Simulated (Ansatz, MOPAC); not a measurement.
Reaction (SMILES): C=CC [prop-1-ene] -> C=[C]C + H atom (the C-H bond breaks)

Wanted: bond dissociation energy (enthalpy at 298 K), in kcal/mol. Set-up: dispersion terms only where a functional's name holds one; UHF or UKS for open shells; non-relativistic; spin-orbit terms left out; six Cartesian d functions in 6-31G* and its kin unless marked 5d. Ab initio and DFT rows: single points at B3LYP-D3(BJ) geometries (Ansatz, an electronic-structure program), with unscaled harmonic terms from B3LYP/6-31G* at its own minima. Semi-empirical rows: MOPAC heats of formation at their own minima for 298 K.

| species | coefficient | E at PBE/6-31G* (Ansatz), Eh | E at wB97X-V/def2-TZVPD (Ansatz), Eh | H(298 K) - E, kcal/mol | heat of formation at PM3 (MOPAC), kcal/mol |
|---|---|---|---|---|---|
| C=CC | -1 | -117.72822 | -117.91071 | 53.39 | 6.37 |
| C=[C]C | +1 | -117.05511 | -117.22903 | 44.59 | 44.30 |
| H atom | +1 | -0.49743 | -0.50049 | 1.48 | 52.10 |

 1 Eh = 627.5095 kcal/mol.

### Question
Work the quantity out at each level.

### Answer

- PBE/6-31G*: the sum of coefficient times E is 0.17568 Eh, or 110.24 kcal/mol; the thermal terms add -7.32. Result: 102.9 kcal/mol.
- wB97X-V/def2-TZVPD: the sum of coefficient times E is 0.18119 Eh, or 113.70 kcal/mol; the thermal terms add -7.32. Result: 106.4 kcal/mol.
- PM3: the sum of coefficient times heat of formation is 90.03 kcal/mol; it needs no thermal term.
